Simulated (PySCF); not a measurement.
C5H11S (charge -1).
SMILES with atom numbers: `[CH3:1][CH:2]([CH3:3])[C@H:4]([CH3:5])[S-:6]` (hydrogens: H7, H8, H9 on C1; H10 on C2; H11, H12, H13 on C3; H14 on C4; H15, H16, H17 on C5)

Geometry (GFN2-xTB, Å), atoms numbered from 1 in this order:
```
atom  x, y, z in Å
C1    -1.470    1.218   -0.138
C2    -0.443    0.202    0.354
C3    -1.001   -1.215    0.195
C4     0.887    0.414   -0.389
C5     1.951   -0.597    0.034
S6     1.512    2.095   -0.106
H7    -2.365    1.216    0.486
H8    -1.756    0.998   -1.166
H9    -1.009    2.205   -0.110
H10   -0.256    0.392    1.418
H11   -2.002   -1.277    0.625
H12   -1.066   -1.478   -0.861
H13   -0.372   -1.950    0.695
H14    0.704    0.298   -1.471
H15    2.086   -0.556    1.115
H16    1.694   -1.620   -0.258
H17    2.898   -0.332   -0.433
```

The closed-shell SCF was solved with PySCF and density fitting under several settings on one GFN2-xTB geometry (grid level 2 and gas phase unless stated).

| settings | basis functions | SCF cycles | E (Eh) | HOMO (eV) | LUMO (eV) |
| --- | --- | --- | --- | --- | --- |
| PBE0/pcSseg-1 | 164 | 12 | -594.9467 | 0.40 | 5.17 |
| X3LYP/pcSseg-1 | 164 | 13 | -595.1980 | 0.64 | 4.90 |

Q: Estimate the rows for these settings: (1) revPBE/def2-SVPD, IEF-PCM benzene; (2) mPW1PW91/cc-pVDZ, IEF-PCM acetonitrile.

A: 
```csv
settings,basis functions,SCF cycles,E (Eh),HOMO (eV),LUMO (eV)
"revPBE/def2-SVPD, IEF-PCM benzene",215,16,-595.0420,-1.58,1.66
"mPW1PW91/cc-pVDZ, IEF-PCM acetonitrile",143,12,-595.4523,-4.36,2.35
```

Q: Over all rows, what range does the HOMO–LUMO gap span?

A: From 3.24 eV (revPBE/def2-SVPD, IEF-PCM benzene) to 6.71 eV (mPW1PW91/cc-pVDZ, IEF-PCM acetonitrile). The functional of the narrowest has no exact exchange, that of the widest 25 % exact exchange.

Cycle counts include a coarse-grid stage where the run had one. The HOMO energy is positive at PBE0/pcSseg-1 and X3LYP/pcSseg-1; such an orbital is held in place by the finite basis. The structure is a single GFN2-xTB conformer; no vibrational corrections.
